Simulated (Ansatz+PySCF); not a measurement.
Results of a calculation; reference values are marked as such.
## PySCF 2.14.0 run

```python
from pyscf import gto, scf, cc

mol = gto.M(atom="""
C 0.000000 0.000000 0.000000
H 0.998310 0.000000 0.576380
H -0.999660 0.000000 0.577150
""", basis='6-31g', charge=-1, spin=1)
mf = scf.UHF(mol)
mf.kernel()
mycc = cc.CCSD(mf, frozen=1).run()
et = mycc.ccsd_t()
print(mf.e_tot, mycc.e_corr, et, mycc.e_tot + et)
```

The script is written out from the run's settings.

Output:

```
Converged                       : yes
Reference energy                : -38.81853 hartree
CCSD correlation energy         : -0.09040 hartree
Triples correction              : -0.00135 hartree
Total energy                    : -38.91027 hartree
Spin squared of the determinant : 0.758
```

Caution: no diffuse functions for an anion.
